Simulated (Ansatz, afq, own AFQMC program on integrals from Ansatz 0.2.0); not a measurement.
Two steps: Ansatz 0.2.0 writes the Fock matrix and Cholesky factors of the valence space, and afq projects on them the lowest state that overlaps trial and start.

```yaml
crystal:
  periodic: [false, false, false]
  atoms:
    - {symbol: B, position_ang: [-0.362527, 0.000000, 0.610976]}
    - {symbol: C, position_ang: [0.311278, 0.000000, -0.688925]}
    - {symbol: H, position_ang: [0.179191, 0.000000, 1.656056]}
basis:
  gaussian: {orbitals: 6-31G}
magnetization: {spin_polarized: false}
correlation: {method: ccsd_t, electrons: outside_noble_gas, hamiltonian_folder: ham}
```

```sh
$ ansatz run in.yaml --threads 1 --pin off --events-out ev --progress --plain --max-ram 16896MiB --backend cuda --devices 0, --max-vram 18GiB
```

afq runs on the folder ham with

```
--method phaseless --trial hf --walkers 4000 --populations 20 --least-time 40 --time-step 0.005 --steps-per-block 20 --equilibration-blocks 112 --max-blocks 4000 --target-error 0.0008500 --factor-cut 1e-05 --seed 7622 --taylor-order 6
```

Times are imaginary, in 1/Eh. The walk had a cap of 49 s. With eight or more populations the least sampling time is a fifth of least-time, and the error comes from their spread.

afq prints:

```
orbitals 18  electrons 4 4  factors 117 of 285
reference energy -62.84121974 Eh
CCSD correlation -0.15635977 Eh in 20 cycles, weight of the determinant in the CISD state 0.7525
energy of the start -62.841220 Eh
 block  time / (1/Eh)  mean weight  energy / Eh
     1     0.100  1.0004  -62.863467
     2     0.200  1.0006  -62.881618
     3     0.300  1.0008  -62.896295
     4     0.400  1.0008  -62.910930
     5     0.500  1.0006  -62.921069
    10     1.000  1.0003  -62.951692
    43     4.300  0.9999  -62.990820
    78     7.800  0.9999  -62.995990
   113    11.300  0.9999  -63.011675
   148    14.800  0.9999  -63.012155
   183    18.300  1.0004  -63.013532
   218    21.800  1.0003  -63.005606
   253    25.300  1.0001  -63.006294
   267    26.700  0.9999  -63.019935
   288    28.800  1.0001  -63.013406
   309    30.900  1.0001  -63.013635
error from the spread of 20 populations
energy -63.008983 +/- 0.000848 Eh
(rows thinned)
```

The run passed its tests (sampling time, drift between the halves within three errors, error under three times the target), which doesn't prove that it has relaxed.

Against this walk (error 23.1 meV) on the same determinant: CCSD(T) 65.3 meV higher, CCSDT(Q) 0.8 meV higher (within the noise), CCSDTQ 20.3 meV higher (within the noise), full CI 18.9 meV higher (within the noise), a separate phaseless walk with a CISD trial and standard settings 56.4 ± 23.5 meV higher. The error is statistical and leaves out the bias of the constraint. The determinant is a poor start (see the cautions), so the low cluster orders aren't to be relied on, and full CI is the sure value.

Cautions: constraint bias not in the error; higher spins were not checked; restricted determinant unstable towards unrestricted (UHF 1.45 eV lower, ⟨S²⟩ 1.32); strong correlation (T1 0.101, weight of the determinant 0.75, largest double 0.16); CCSDTQ on the UHF determinant differs (945 meV lower), perhaps since the unrestricted series falls towards higher spin.

The walk took 14 s on 1 × NVIDIA H100 80GB HBM3 with 2 threads of AMD EPYC 7R13 Processor (Zen 3), on a shared host (the card was shared). The log's last line is the phaseless energy.

CCSDT and higher add their correlation energy to the determinant of the CCSD(T) run, since their own runs factorise the integrals more tightly (a shift of under 2 meV). A walk keeps the symmetry of its determinant, which the program's search chose and which needn't be the lowest solution, so a lower state of the same spin and another symmetry isn't excluded.
